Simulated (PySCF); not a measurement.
## How methods differ on the ionisation energy of S

S [Ne] 3s2 3p4 (3P) → S⁺ [Ne] 3s2 3p3 (4S), as a difference of total energies. Calculation: PySCF 2.14, in dyall-acv3z (19s12p6d4f, 113 functions); the non-relativistic Hamiltonian (point nucleus). Correlated levels: valence: [Ne] frozen; valence and next inner shell: 1s2 frozen; virtual orbitals above 40 to 60 times the deepest correlated orbital energy dropped. The calculations carry no spin-orbit coupling.

Question: Order these methods by the ionisation energy they give, lowest first.
A. SCS-MP2 (valence)
B. r2SCANh
C. MP2 (valence and next inner shell)
D. PBE

Answer: C (10.023 eV), A (10.095 eV), B (10.360 eV), D (10.431 eV).

A first-order spin-orbit estimate (lowest level to lowest level, LS coupling) adds 0.023 eV.

Errors of the correlated levels include the incompleteness of this basis and the frozen core.

For comparison: 10.360 eV (measured; NIST Atomic Spectra Database, ionization energies).
